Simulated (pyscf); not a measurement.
Optimised with ωB97X-D3(BJ)/def2-SVP in PySCF. MP2 and CC: frozen core, UHF for open shells. ΔMP2 is the change of the MP2 total energy from the triple- to the quadruple-zeta basis.

Question: For `[CH3][CH]([F])[F]` → `[F][C][F]` [singlet] + `[CH4]`, a 1,1-elimination (singlet surface; C–C, C–H broken, C–H formed), PBE/def2-TZVP gives ΔE‡ = 87.7 kcal/mol and ΔE = +59.8 kcal/mol (zero: the reactant's lowest minimum found). In which direction and how far do B3LYP-D3(BJ)/def2-TZVP, PBE0-D3(BJ)/def2-TZVP, CCSD(T)/def2-TZVPP + ΔMP2(QZVPP) move these?

Answer: B3LYP-D3(BJ): ΔE‡ = 94.2 kcal/mol, ΔE = +59.4 kcal/mol; PBE0-D3(BJ): ΔE‡ = 95.8 kcal/mol, ΔE = +64.4 kcal/mol; CCSD(T): ΔE‡ = 96.4 kcal/mol, ΔE = +59.6 kcal/mol. PBE's barrier lies under all of them, by 6.4 to 8.7 kcal/mol. Its reaction energy lies among theirs. Low barriers are usual for a GGA, whose delocalisation error favours stretched bonds. The same reactants have a lower exit, to H₂C=CH–F + HF (barrier +66.8 kcal/mol at ωB97M-D3(BJ), against +97.2 kcal/mol here). This is the saddle that the search found; another between the same sides may lie lower. The CCSD(T) − MP2 part came from Ansatz, without density fitting, on the same reference.
